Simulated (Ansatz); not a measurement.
What each rung costs, and what it gives

Saddle point of SiH₄ClF, closed shell (SiH₃Cl ([SiH3][Cl]) + HF → SiH₂ClF ([F][SiH2][Cl]) + H₂; bonds formed: Si1–F7, H2–H6; bonds broken: Si1–H2, H6–F7), PBE0-D4/def2-TZVP structure:

```json
{"atom": "Si1", "x (Å)": "-0.3631", "y (Å)": "-0.0600", "z (Å)": "0.2316"}
{"atom": "H2", "x (Å)": "1.0847", "y (Å)": "-0.8703", "z (Å)": "-0.0781"}
{"atom": "H3", "x (Å)": "-0.4651", "y (Å)": "-0.9749", "z (Å)": "1.4002"}
{"atom": "H4", "x (Å)": "-1.4663", "y (Å)": "-0.4157", "z (Å)": "-0.6775"}
{"atom": "Cl5", "x (Å)": "-0.4556", "y (Å)": "1.7513", "z (Å)": "1.1792"}
{"atom": "H6", "x (Å)": "1.1107", "y (Å)": "-0.1793", "z (Å)": "-0.7935"}
{"atom": "F7", "x (Å)": "0.5546", "y (Å)": "0.7487", "z (Å)": "-1.2617"}
```

Barriers are electronic and count from the start structure reached by relaxing down the imaginary mode.

Ansatz 0.2.0; basis: as named in each row; cores frozen in the correlated methods. B3LYP uses VWN-RPA correlation. Extrapolation: Hartree–Fock as exp(−7.88 √X), correlation as X^−2.97.

Times are rough, for one single point on 2 threads of a shared host (Arm Neoverse V1).

The estimate by CCSD(T) at an estimated basis limit (MP2 extrapolated from triple and quadruple zeta, plus CCSD(T) − MP2 in triple zeta) is 1.650 eV.

| method | basis | time (s) | barrier (eV) | method less estimate |
| --- | --- | --- | --- | --- |
| HF | STO-3G | under 1 | 3.705 | 2.054 |
| PBE-D4 | STO-3G | under 1 | 1.218 | -0.432 |
| SPW92 | def2-SVP | under 1 | 0.844 | -0.806 |
| PBE-D4 | def2-SVP | under 1 | 1.156 | -0.494 |
| B3LYP-D4 | 6-31G | under 1 | 1.901 | 0.251 |
| PBE0-D4 | def2-SVP | under 1 | 1.411 | -0.239 |
| SPW92 | def2-TZVPP | under 1 | 0.980 | -0.670 |
| CCSD(T) | def2-SVP | 1 | 1.774 | 0.124 |
| PBE-D4 | def2-TZVPP | 2 | 1.282 | -0.368 |
| BLYP-D4 | def2-TZVPP | 2 | 1.437 | -0.213 |
| B3LYP-D4 | def2-TZVPP | 2 | 1.566 | -0.085 |
| BHLYP-D4 | def2-TZVPP | 2 | 1.766 | 0.116 |
| PBE0-D4 | def2-TZVPP | 2 | 1.476 | -0.174 |
| CAM-B3LYP-D4 | def2-TZVPP | 2 | 1.561 | -0.089 |
| RPA on PBE | def2-TZVPP | 3 | 1.657 | 0.007 |
| r2SCAN-D4 | def2-TZVPP | 4 | 1.357 | -0.293 |
| B2PLYP | def2-TZVPP | 4 | 1.607 | -0.043 |
| PBE-QIDH | def2-TZVPP | 4 | 1.596 | -0.054 |
| r2SCAN0-D4 | def2-TZVPP | 4 | 1.511 | -0.140 |
| wB97M-V | def2-SVP | 4 | 1.420 | -0.230 |
| wB97X-V | def2-TZVPP | 6 | 1.563 | -0.087 |
| wB97M-V | def2-TZVPP | 7 | 1.519 | -0.131 |
| B97M-V | def2-TZVPP | 8 | 1.471 | -0.179 |
| MP2 | def2-QZVPP | 11 | 1.595 | -0.055 |
| CCSD(T) | def2-TZVPP | 27 | 1.676 | 0.026 |

All methods are single points on the PBE0-D4 structures.

No T1 diagnostic of these runs exceeds 0.012.

Labels in which every atom is bracketed show which atoms are joined, not bond orders.
